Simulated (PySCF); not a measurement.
# Carbon: a sound run and one with changed settings

Sound run: C [He] 2s2 2p2, C⁺ [He] 2s2 2p1. All numbers are calculated (PySCF 2.14, the non-relativistic Hamiltonian (point nucleus), in cc-pVTZ). The sound run starts from symmetry-adapted Hartree-Fock orbitals and uses a fine grid where one is needed.

A second run was set up differently.

```tsv
species	method	sound run (hartree)	changed run (hartree)	converged
C	UHF	-37.69157	-37.69141	no
C	M06-2X	-37.84249	-37.84166	no
C	r2SCAN	-37.83207	-37.82997	no
C⁺	UHF	-37.29475	-37.29473	no
C⁺	M06-2X	-37.42643	-37.42637	no
C⁺	r2SCAN	-37.40324	-37.40311	no
```

(1) What was changed?
A. a valence shell is frozen
B. minimal basis
C. radial grid too coarse
D. level shift left on

## Answers

(1) D. It used initial guess 1e, at most 50 SCF cycles, level shift 10.0 hartree. A level shift slows the SCF but leaves a converged energy unchanged.
